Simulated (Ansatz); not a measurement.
System: hcp Be. Method: RPBE (PAW; Ansatz, a quantum-chemistry and plane-wave program).

Settings: plane-wave cutoff 520 eV, 30×30×16 k mesh (along the axes of the cell as run), Fermi–Dirac smearing 0.05 eV, scalar-relativistic PAW data made under PBE.

Computed at the level's own relaxed cell.

Q: What does this level give for the bulk modulus, c axis length, volume per atom, lattice parameter a and pressure derivative B′ of the bulk modulus?

A: 
bulk modulus: 118 GPa
c axis length: 3.591 Å
volume per atom: 8.12 Å³/atom
lattice parameter a: 2.285 Å
pressure derivative B′ of the bulk modulus: 3.3

The run finds no gap.

Measured, for comparison: bulk modulus 117 GPa (room temperature, not corrected to a static lattice, our sources range from 97.2 to 117; as tabulated in arXiv:2410.04971); lattice parameter c 3.584 Å (293 K, not corrected to a static lattice; as tabulated in Wikipedia's data pages); lattice constant a 2.286 Å (293 K, not corrected to a static lattice, our sources range from 2.286 to 2.290; as tabulated in Wikipedia's data pages). Computed (rounded) less measured: bulk modulus not scored (sources differ), lattice parameter c +0.2 %, lattice constant a 0.0 % (0.0 % to -0.2 % over the range).

Note: the bulk modulus comes from volumes at which shape and atoms were relaxed.

It cost very roughly 90 core-seconds of CPU time.
